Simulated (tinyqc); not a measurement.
Inside a calculation (part 1 of 2). Method: RKS/BP86 in the sto-6g basis, for BH2+, spin multiplicity 1. Computed by tinyqc, a small Python program that keeps every step (integrals from PySCF). Settings: charge = 1, multiplicity = 1, basis = sto-6g, energy threshold = 1e-09, iteration cap = 82, orthogonalisation = symmetric, start = atomic densities, DIIS depth = 8, DIIS from iteration = 2, shift = 1.0, method = RKS, functional = b88,p86, grid = [20, 86]. Command: `OMP_NUM_THREADS=1 python tinyqc.py 22878 22879 out.jsonl` (the two numbers bound the seeds that draw the settings). One thread of a shared host (Intel(R) Xeon(R) Processor @ 2.60GHz), about 1 s of CPU time with the checks. Later iterations appear only in the table of the cycle.

## One-electron integrals

Geometry (angstrom):
```
atom         x          y         z
B     0.000000   0.000000  0.000000
H     0.000000   1.498000  0.626000
H     0.000000  -1.498000  0.626000
```

Basis sto-6g: exponents (1/bohr^2) and contraction coefficients of normalised primitives:
```
element  l (shell)    exponent  coefficient
B            s (1)  506.011147     0.009164
B            s (1)   92.776814     0.049362
B            s (1)   25.955658     0.168538
B            s (1)    8.916445     0.370563
B            s (1)    3.462507     0.416492
B            s (1)    1.426054     0.130334
B            s (2)   23.194575    -0.013253
B            s (2)    4.590810    -0.046992
B            s (2)    1.426819    -0.033785
B            s (2)    0.548948     0.250242
B            s (2)    0.238410     0.595117
B            s (2)    0.109280     0.240706
B            p (3)   23.194575     0.003760
B            p (3)    4.590810     0.037679
B            p (3)    1.426819     0.173897
B            p (3)    0.548948     0.418036
B            p (3)    0.238410     0.425859
B            p (3)    0.109280     0.101708
H            s (1)   35.523221     0.009164
H            s (1)    6.513144     0.049361
H            s (1)    1.822143     0.168538
H            s (1)    0.625955     0.370563
H            s (1)    0.243077     0.416492
H            s (1)    0.100112     0.130334
```

Overlap, kinetic and nuclear-attraction integrals over the contracted functions; the nuclear repulsion is the sum of Za Zb / Rab.

nuclear repulsion = 3.43603282 hartree

overlap S:
```
           1B 1s     1B 2s    1B 2px     1B 2py    1B 2pz     2H 1s      3H 1s
1B 1s   1.000000  0.264891  0.000000   0.000000  0.000000  0.025816   0.025816
1B 2s   0.264891  1.000000  0.000000   0.000000  0.000000  0.281256   0.281256
1B 2px  0.000000  0.000000  1.000000   0.000000  0.000000  0.000000   0.000000
1B 2py  0.000000  0.000000  0.000000   1.000000  0.000000  0.302680  -0.302680
1B 2pz  0.000000  0.000000  0.000000   0.000000  1.000000  0.126487   0.126487
2H 1s   0.025816  0.281256  0.000000   0.302680  0.126487  1.000000   0.021848
3H 1s   0.025816  0.281256  0.000000  -0.302680  0.126487  0.021848   1.000000
```

kinetic energy T (hartree):
```
            1B 1s      1B 2s    1B 2px     1B 2py    1B 2pz      2H 1s      3H 1s
1B 1s   10.947243  -0.333880  0.000000   0.000000  0.000000  -0.008435  -0.008435
1B 2s   -0.333880   0.374498  0.000000   0.000000  0.000000   0.014088   0.014088
1B 2px   0.000000   0.000000  1.125026   0.000000  0.000000   0.000000   0.000000
1B 2py   0.000000   0.000000  0.000000   1.125026  0.000000   0.069912  -0.069912
1B 2pz   0.000000   0.000000  0.000000   0.000000  1.125026   0.029216   0.029216
2H 1s   -0.008435   0.014088  0.000000   0.069912  0.029216   0.768522  -0.005719
3H 1s   -0.008435   0.014088  0.000000  -0.069912  0.029216  -0.005719   0.768522
```

nuclear attraction V (hartree):
```
             1B 1s      1B 2s     1B 2px     1B 2py     1B 2pz      2H 1s      3H 1s
1B 1s   -24.043602  -2.916867   0.000000   0.000000  -0.008094  -0.310909  -0.310909
1B 2s    -2.916867  -4.397991   0.000000   0.000000  -0.076064  -0.972758  -0.972758
1B 2px    0.000000   0.000000  -4.356018   0.000000   0.000000   0.000000   0.000000
1B 2py    0.000000   0.000000   0.000000  -4.462769   0.000000  -0.985698   0.985698
1B 2pz   -0.008094  -0.076064   0.000000   0.000000  -4.374660  -0.419325  -0.419325
2H 1s    -0.310909  -0.972758   0.000000  -0.985698  -0.419325  -3.042010  -0.072616
3H 1s    -0.310909  -0.972758   0.000000   0.985698  -0.419325  -0.072616  -3.042010
```

core Hamiltonian H = T + V (hartree):
```
             1B 1s      1B 2s     1B 2px     1B 2py     1B 2pz      2H 1s      3H 1s
1B 1s   -13.096358  -3.250747   0.000000   0.000000  -0.008094  -0.319344  -0.319344
1B 2s    -3.250747  -4.023493   0.000000   0.000000  -0.076064  -0.958670  -0.958670
1B 2px    0.000000   0.000000  -3.230991   0.000000   0.000000   0.000000   0.000000
1B 2py    0.000000   0.000000   0.000000  -3.337742   0.000000  -0.915786   0.915786
1B 2pz   -0.008094  -0.076064   0.000000   0.000000  -3.249633  -0.390109  -0.390109
2H 1s    -0.319344  -0.958670   0.000000  -0.915786  -0.390109  -2.273487  -0.078334
3H 1s    -0.319344  -0.958670   0.000000   0.915786  -0.390109  -0.078334  -2.273487
```

## Two-electron integrals

Functions are numbered as in S; the eight-fold symmetry (ij|kl) = (ji|kl) = (kl|ij) leaves the list below.

Two-electron integrals (ij|kl) in chemists' order, unique and non-zero (hartree):
```
(11|11) 2.924993    (21|11) 0.480756    (21|21) 0.099484    (22|11) 0.743449
(22|21) 0.188967    (22|22) 0.544922    (31|31) 0.021096    (32|31) 0.030854
(32|32) 0.120443    (33|11) 0.743450    (33|21) 0.188967    (33|22) 0.544922
(33|33) 0.587109    (41|41) 0.021096    (42|41) 0.030854    (42|42) 0.120443
(43|43) 0.031641    (44|11) 0.743450    (44|21) 0.188967    (44|22) 0.544922
(44|33) 0.523827    (44|44) 0.587109    (51|51) 0.021096    (52|51) 0.030854
(52|52) 0.120443    (53|53) 0.031641    (54|54) 0.031641    (55|11) 0.743450
(55|21) 0.188967    (55|22) 0.544922    (55|33) 0.523827    (55|44) 0.523827
(55|55) 0.587109    (61|11) 0.048158    (61|21) 0.009674    (61|22) 0.018292
(61|33) 0.018195    (61|41) 0.000704    (61|42) 0.001362    (61|44) 0.018444
(61|51) 0.000294    (61|52) 0.000569    (61|54) 0.000104    (61|55) 0.018238
(61|61) 0.000976    (62|11) 0.143922    (62|21) 0.037386    (62|22) 0.122280
(62|33) 0.118591    (62|41) 0.003983    (62|42) 0.025462    (62|44) 0.128014
(62|51) 0.001665    (62|52) 0.010640    (62|54) 0.003938    (62|55) 0.120236
(62|61) 0.003887    (62|62) 0.042329    (63|31) 0.003460    (63|32) 0.016730
(63|43) 0.004480    (63|53) 0.001872    (63|63) 0.003988    (64|11) 0.136661
(64|21) 0.035924    (64|22) 0.123263    (64|33) 0.117055    (64|41) 0.006638
(64|42) 0.039565    (64|44) 0.134241    (64|51) 0.001328    (64|52) 0.009542
(64|54) 0.005310    (64|55) 0.118491    (64|61) 0.003885    (64|62) 0.049537
(64|64) 0.060805    (65|11) 0.057109    (65|21) 0.015012    (65|22) 0.051510
(65|33) 0.048916    (65|41) 0.001328    (65|42) 0.009542    (65|44) 0.052354
(65|51) 0.004015    (65|52) 0.020718    (65|54) 0.005917    (65|55) 0.053261
(65|61) 0.001624    (65|62) 0.020701    (65|64) 0.023743    (65|65) 0.013910
(66|11) 0.325071    (66|21) 0.086021    (66|22) 0.318006    (66|33) 0.301449
(66|41) 0.009421    (66|42) 0.082634    (66|44) 0.343736    (66|51) 0.003937
(66|52) 0.034532    (66|54) 0.017671    (66|55) 0.308833    (66|61) 0.009044
(66|62) 0.151800    (66|64) 0.191210    (66|65) 0.079905    (66|66) 0.774999
(71|11) 0.048158    (71|21) 0.009674    (71|22) 0.018292    (71|33) 0.018195
(71|41) -0.000704   (71|42) -0.001362   (71|44) 0.018444    (71|51) 0.000294
(71|52) 0.000569    (71|54) -0.000104   (71|55) 0.018238    (71|61) 0.000924
(71|62) 0.003473    (71|64) 0.003215    (71|65) 0.001461    (71|66) 0.007990
(71|71) 0.000976    (72|11) 0.143922    (72|21) 0.037386    (72|22) 0.122280
(72|33) 0.118591    (72|41) -0.003983   (72|42) -0.025462   (72|44) 0.128014
(72|51) 0.001665    (72|52) 0.010640    (72|54) -0.003938   (72|55) 0.120236
(72|61) 0.003473    (72|62) 0.024218    (72|64) 0.022107    (72|65) 0.011591
(72|66) 0.063593    (72|71) 0.003887    (72|72) 0.042329    (73|31) 0.003460
(73|32) 0.016730    (73|43) -0.004480   (73|53) 0.001872    (73|63) 0.001925
(73|73) 0.003988    (74|11) -0.136661   (74|21) -0.035924   (74|22) -0.123263
(74|33) -0.117055   (74|41) 0.006638    (74|42) 0.039565    (74|44) -0.134241
(74|51) -0.001328   (74|52) -0.009542   (74|54) 0.005310    (74|55) -0.118491
(74|61) -0.003215   (74|62) -0.022107   (74|64) -0.018987   (74|65) -0.010441
(74|66) -0.057827   (74|71) -0.003885   (74|72) -0.049537   (74|74) 0.060805
(75|11) 0.057109    (75|21) 0.015012    (75|22) 0.051510    (75|33) 0.048916
(75|41) -0.001328   (75|42) -0.009542   (75|44) 0.052354    (75|51) 0.004015
(75|52) 0.020718    (75|54) -0.005917   (75|55) 0.053261    (75|61) 0.001461
(75|62) 0.011591    (75|64) 0.010441    (75|65) 0.007362    (75|66) 0.031324
(75|71) 0.001624    (75|72) 0.020701    (75|74) -0.023743   (75|75) 0.013910
(76|11) 0.010873    (76|21) 0.002819    (76|22) 0.009273    (76|33) 0.009038
(76|44) 0.009406    (76|51) 0.000221    (76|52) 0.001407    (76|55) 0.009376
(76|61) 0.000279    (76|62) 0.002527    (76|64) 0.002650    (76|65) 0.001348
(76|66) 0.007979    (76|71) 0.000279    (76|72) 0.002527    (76|74) -0.002650
(76|75) 0.001348    (76|76) 0.000201    (77|11) 0.325071    (77|21) 0.086021
(77|22) 0.318006    (77|33) 0.301449    (77|41) -0.009421   (77|42) -0.082634
(77|44) 0.343736    (77|51) 0.003937    (77|52) 0.034532    (77|54) -0.017671
(77|55) 0.308833    (77|61) 0.007990    (77|62) 0.063593    (77|64) 0.057827
(77|65) 0.031324    (77|66) 0.176613    (77|71) 0.009044    (77|72) 0.151800
(77|74) -0.191210   (77|75) 0.079905    (77|76) 0.007979    (77|77) 0.774999
```

## Orthogonalisation

S = U s U^T; symmetric (Loewdin) form X = U s^(-1/2) U^T, so that X^T S X = 1.

eigenvalues of S: 0.521927  0.560883  0.891517  1.000000  1.082285  1.417269  1.526120

X:
```
            1B 1s      1B 2s    1B 2px     1B 2py     1B 2pz      2H 1s      3H 1s
1B 1s    1.029249  -0.148446  0.000000   0.000000  -0.004263   0.018558   0.018558
1B 2s   -0.148446   1.100269  0.000000   0.000000   0.031548  -0.162167  -0.162167
1B 2px   0.000000   0.000000  1.000000   0.000000   0.000000   0.000000   0.000000
1B 2py   0.000000   0.000000  0.000000   1.081304   0.000000  -0.175046   0.175046
1B 2pz  -0.004263   0.031548  0.000000   0.000000   1.013726  -0.070922  -0.070922
2H 1s    0.018558  -0.162167  0.000000  -0.175046  -0.070922   1.082347  -0.011593
3H 1s    0.018558  -0.162167  0.000000   0.175046  -0.070922  -0.011593   1.082347
```

## Starting guess

The start is atomic minimal-basis densities projected into this basis (PySCF's MINAO start) and scaled to the electron count of each spin; this density is not idempotent, so its energy is not variational and may lie below the converged one.

D at the start:
```
            1B 1s      1B 2s    1B 2px     1B 2py     1B 2pz      2H 1s      3H 1s
1B 1s    1.858898  -0.465645  0.000000   0.000000   0.006967  -0.027211  -0.027211
1B 2s   -0.465645   1.767455  0.000000   0.000000  -0.023377   0.109140   0.109140
1B 2px   0.000000   0.000000  0.274477   0.000000   0.000000   0.000000   0.000000
1B 2py   0.000000   0.000000  0.000000   0.239021   0.000000   0.044864  -0.044864
1B 2pz   0.006967  -0.023377  0.000000   0.000000   0.268479   0.017449   0.017449
2H 1s   -0.027211   0.109140  0.000000   0.044864   0.017449   0.827461   0.007238
3H 1s   -0.027211   0.109140  0.000000  -0.044864   0.017449   0.007238   0.827461
```

## Iteration 1: exchange-correlation on the grid

Becke grid with 20 radial and 86 angular points per atom, points of zero weight dropped. rho = sum D_ij phi_i phi_j; V_xc,ij = sum w v_xc phi_i phi_j plus the gradient terms; v_xc is d(rho eps)/d rho at fixed gradient.

The 12 grid points with the largest w rho, of 5140 (bohr, atomic units):
```
x                  y         z         w       rho  |grad rho|^2     eps_xc       v_xc
0.000000    1.399856  0.564940  0.127718  0.064950      0.002532  -0.349686  -0.449894
0.000000   -1.399856  0.564940  0.127718  0.064950      0.002532  -0.349686  -0.449894
0.285402    1.048165  1.048165  0.138786  0.058520      0.004961  -0.342454  -0.431371
-0.285402   1.048165  1.048165  0.138786  0.058520      0.004961  -0.342454  -0.431371
-0.285402  -1.048165  1.048165  0.138786  0.058520      0.004961  -0.342454  -0.431371
0.285402   -1.048165  1.048165  0.138786  0.058520      0.004961  -0.342454  -0.431371
0.564940    1.399856  0.000000  0.141214  0.056618      0.005651  -0.340436  -0.425497
-0.564940  -1.399856  0.000000  0.141214  0.056618      0.005651  -0.340436  -0.425497
0.564940   -1.399856  0.000000  0.141214  0.056618      0.005651  -0.340436  -0.425497
-0.564940   1.399856  0.000000  0.141214  0.056618      0.005651  -0.340436  -0.425497
-0.871542   0.871542  0.871542  0.147210  0.054067      0.006292  -0.337486  -0.417673
0.871542    0.871542  0.871542  0.147210  0.054067      0.006292  -0.337486  -0.417673
```

electrons on the grid, sum of w rho = 5.999708

E_xc = sum of w rho eps_xc = -3.94678454 hartree

V_xc (hartree):
```
            1B 1s      1B 2s     1B 2px     1B 2py     1B 2pz      2H 1s      3H 1s
1B 1s   -1.831278  -0.244902   0.000000   0.000000   0.000113  -0.025697  -0.025697
1B 2s   -0.244902  -0.424918   0.000000   0.000000  -0.005276  -0.106595  -0.106595
1B 2px   0.000000   0.000000  -0.417682   0.000000   0.000000   0.000000   0.000000
1B 2py   0.000000   0.000000   0.000000  -0.436134   0.000000  -0.115571   0.115571
1B 2pz   0.000113  -0.005276   0.000000   0.000000  -0.420905  -0.048447  -0.048447
2H 1s   -0.025697  -0.106595   0.000000  -0.115571  -0.048447  -0.425233  -0.007570
3H 1s   -0.025697  -0.106595   0.000000   0.115571  -0.048447  -0.007570  -0.425233
```

## Iteration 1: building the Kohn-Sham matrix

J_ij = sum D_kl (ij|kl); F = H + J + V_xc; E = tr D H + tr D J / 2 + E_xc + E_nn.

Coulomb J (hartree):
```
           1B 1s     1B 2s    1B 2px     1B 2py    1B 2pz     2H 1s      3H 1s
1B 1s   7.509140  1.447948  0.000000   0.000000  0.006583  0.143465   0.143465
1B 2s   1.447948  3.198774  0.000000   0.000000  0.059709  0.743746   0.743746
1B 2px  0.000000  0.000000  3.169346   0.000000  0.000000  0.000000   0.000000
1B 2py  0.000000  0.000000  0.000000   3.244501  0.000000  0.763757  -0.763757
1B 2pz  0.006583  0.059709  0.000000   0.000000  3.182468  0.325297   0.325297
2H 1s   0.143465  0.743746  0.000000   0.763757  0.325297  2.192334   0.056010
3H 1s   0.143465  0.743746  0.000000  -0.763757  0.325297  0.056010   2.192334
```

Kohn-Sham matrix F (hartree):
```
            1B 1s      1B 2s     1B 2px     1B 2py     1B 2pz      2H 1s      3H 1s
1B 1s   -7.418496  -2.047700   0.000000   0.000000  -0.001398  -0.201575  -0.201575
1B 2s   -2.047700  -1.249637   0.000000   0.000000  -0.021632  -0.321520  -0.321520
1B 2px   0.000000   0.000000  -0.479327   0.000000   0.000000   0.000000   0.000000
1B 2py   0.000000   0.000000   0.000000  -0.529375   0.000000  -0.267600   0.267600
1B 2pz  -0.001398  -0.021632   0.000000   0.000000  -0.488071  -0.113260  -0.113260
2H 1s   -0.201575  -0.321520   0.000000  -0.267600  -0.113260  -0.506387  -0.029895
3H 1s   -0.201575  -0.321520   0.000000   0.267600  -0.113260  -0.029895  -0.506387
```

total energy of this density = -23.40260869 hartree

This density is the starting one; it is not idempotent, so its energy is not variational and may lie below the converged one.

## Iteration 1: diagonalisation and new density

A level shift of 1 hartree raises the virtual space: F + shift (S - S D(s) S), with D(s) the density of one spin (D/2). Diagonalise F' = X^T F X, C = X C', fill 3 alpha and 3 beta electrons from the bottom; D = 2 C_occ C_occ^T. Each column has its largest component positive (the first on a tie).

F' = X^T F X (hartree):
```
           1          2         3          4          5          6          7
1  -7.139244  -0.993897  0.000000   0.000000  -0.008883   0.013982   0.013982
2  -0.993897  -0.659117  0.000000   0.000000   0.009206  -0.350210  -0.350210
3   0.000000   0.000000  0.383435   0.000000   0.000000   0.000000   0.000000
4   0.000000   0.000000  0.000000   0.407122   0.000000  -0.243579   0.243579
5  -0.008883   0.009206  0.000000   0.000000   0.387054  -0.098557  -0.098557
6   0.013982  -0.350210  0.000000  -0.243579  -0.098557   0.150493  -0.051321
7   0.013982  -0.350210  0.000000   0.243579  -0.098557  -0.051321   0.150493
```

orbital energies (hartree): MO1 -7.288661, MO2 -0.787627, MO3 -0.054975, MO4 0.255211, MO5 0.383435, MO6 0.508942, MO7 0.663911

coefficients C:
```
              MO1        MO2        MO3        MO4       MO5        MO6        MO7
1B 1s    0.995863  -0.251847   0.000000   0.124554  0.000000  -0.106829   0.000000
1B 2s    0.015273   0.854432   0.000000  -0.551477  0.000000   0.501801   0.000000
1B 2px   0.000000   0.000000   0.000000   0.000000  1.000000   0.000000   0.000000
1B 2py   0.000000   0.000000   0.447785   0.000000  0.000000   0.000000   1.014884
1B 2pz   0.000856   0.029645   0.000000   0.618644  0.000000   0.809390   0.000000
2H 1s   -0.000292   0.226267   0.515557   0.482720  0.000000  -0.566316  -0.602656
3H 1s   -0.000292   0.226267  -0.515557   0.482720  0.000000  -0.566316   0.602656
```

D after iteration 1:
```
            1B 1s      1B 2s    1B 2px     1B 2py     1B 2pz      2H 1s      3H 1s
1B 1s    2.110340  -0.399953  0.000000   0.000000  -0.013228  -0.114551  -0.114551
1B 2s   -0.399953   1.460575  0.000000   0.000000   0.050685   0.386652   0.386652
1B 2px   0.000000   0.000000  0.000000   0.000000   0.000000   0.000000   0.000000
1B 2py   0.000000   0.000000  0.000000   0.401023   0.000000   0.461718  -0.461718
1B 2pz  -0.013228   0.050685  0.000000   0.000000   0.001759   0.013415   0.013415
2H 1s   -0.114551   0.386652  0.000000   0.461718   0.013415   0.633992  -0.429204
3H 1s   -0.114551   0.386652  0.000000  -0.461718   0.013415  -0.429204   0.633992
```

## Iteration 2: exchange-correlation on the grid

As before.

The 12 grid points with the largest w rho, of 5140 (bohr, atomic units):
```
x                  y         z         w       rho  |grad rho|^2     eps_xc       v_xc
0.000000   -1.399856  0.564940  0.127718  0.093499      0.002397  -0.389107  -0.505576
0.000000    1.399856  0.564940  0.127718  0.093499      0.002397  -0.389107  -0.505576
0.000000   -1.509555  0.000000  0.133327  0.085218      0.006564  -0.380668  -0.488075
0.000000    1.509555  0.000000  0.133327  0.085218      0.006564  -0.380668  -0.488075
0.000000    1.999091  0.000000  0.178476  0.059156      0.003714  -0.341941  -0.434667
0.000000   -1.999091  0.000000  0.178476  0.059156      0.003714  -0.341941  -0.434667
0.564940   -1.399856  0.000000  0.141214  0.073779      0.007736  -0.366610  -0.464121
-0.564940  -1.399856  0.000000  0.141214  0.073779      0.007736  -0.366610  -0.464121
-0.564940   1.399856  0.000000  0.141214  0.073779      0.007736  -0.366610  -0.464121
0.564940    1.399856  0.000000  0.141214  0.073779      0.007736  -0.366610  -0.464121
-0.748146  -1.853818  0.000000  0.228481  0.044235      0.003528  -0.316984  -0.393444
0.748146   -1.853818  0.000000  0.228481  0.044235      0.003528  -0.316984  -0.393444
```

electrons on the grid, sum of w rho = 5.999784

E_xc = sum of w rho eps_xc = -4.31114306 hartree

V_xc (hartree):
```
            1B 1s      1B 2s     1B 2px     1B 2py     1B 2pz      2H 1s      3H 1s
1B 1s   -1.898961  -0.248844   0.000000   0.000000  -0.001244  -0.026287  -0.026287
1B 2s   -0.248844  -0.407320   0.000000   0.000000  -0.017953  -0.108418  -0.108418
1B 2px   0.000000   0.000000  -0.383941   0.000000   0.000000   0.000000   0.000000
1B 2py   0.000000   0.000000   0.000000  -0.449815   0.000000  -0.120833   0.120833
1B 2pz  -0.001244  -0.017953   0.000000   0.000000  -0.388209  -0.049853  -0.049853
2H 1s   -0.026287  -0.108418   0.000000  -0.120833  -0.049853  -0.424523  -0.007591
3H 1s   -0.026287  -0.108418   0.000000   0.120833  -0.049853  -0.007591  -0.424523
```
